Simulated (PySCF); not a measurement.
Molfile (atoms numbered from 1):
```
C3H5FO
     RDKit          3D

 10  9  0  0  0  0  0  0  0  0999 V2000
   -1.0723   -0.2037    0.3621 C   0  0  0  0  0  0  0  0  0  0  0  0
    0.1301   -0.2376   -0.5871 C   0  0  0  0  0  0  0  0  0  0  0  0
    1.2522    0.5685   -0.0253 C   0  0  0  0  0  0  0  0  0  0  0  0
    1.7403    1.5715   -0.4063 O   0  0  0  0  0  0  0  0  0  0  0  0
    1.7287   -0.0048    1.1216 F   0  0  0  0  0  0  0  0  0  0  0  0
   -1.8764   -0.8119   -0.0426 H   0  0  0  0  0  0  0  0  0  0  0  0
   -1.4333    0.8150    0.4817 H   0  0  0  0  0  0  0  0  0  0  0  0
   -0.7974   -0.5941    1.3388 H   0  0  0  0  0  0  0  0  0  0  0  0
   -0.1358    0.1700   -1.5624 H   0  0  0  0  0  0  0  0  0  0  0  0
    0.4727   -1.2683   -0.7029 H   0  0  0  0  0  0  0  0  0  0  0  0
  1  2  1  0
  2  3  1  0
  3  4  2  0
  3  5  1  0
  1  6  1  0
  1  7  1  0
  1  8  1  0
  2  9  1  0
  2 10  1  0
M  END
```

- structure optimised with GFN2-xTB
- J: B3LYP/pcJ-1 (spin–dipole term only in couplings to heteroatoms)
- shielding tensors at PBE0/pcSseg-1 (GIAO)
- code: PySCF 2.14.0 with density-fitted response routines
- single conformer, averaged over atoms made equivalent by symmetry, fast rotation or ring inversion, non-relativistic, in vacuum

δ = σ(ref) − σ, references computed at the same level: 1H (31.72 ppm) vs TMS.

The spectrum was simulated from the full spin Hamiltonian at 90 MHz with 1.2 Hz Lorentzian lines, from shifts rounded to 0.01 ppm and J to 0.1 Hz, couplings under 1 Hz left out.

Question: List the maxima of its 1H spectrum with integrals.

Answer: 
```csv
region,integral (H),ppm,Hz,height
1,2,2.611,235.0,6
1,,2.599,234.0,6
1,,2.511,226.0,27
1,,2.414,217.3,44
1,,2.329,209.7,26
1,,2.318,208.6,32
1,,2.234,201.1,10
1,,2.222,200.0,10
2,3,1.518,136.6,60
2,,1.428,128.6,100
2,,1.333,120.0,39
```

Question: Summarise it as multiplets with assignments.

Answer: 1H NMR (90 MHz, computed): δ 2.41 (dq, J = 9.0, 8.4 Hz, 2H, H9/H10), 1.43 (t, J = 8.4 Hz, 3H, H6/H7/H8). These are first-order names; overlap and second-order distortion can hide them in the list.

Multiplet labels drop couplings under 1 Hz and merge nearly equal ones. Unscaled 3J(H,H) at this level run about 10 % above measured values.
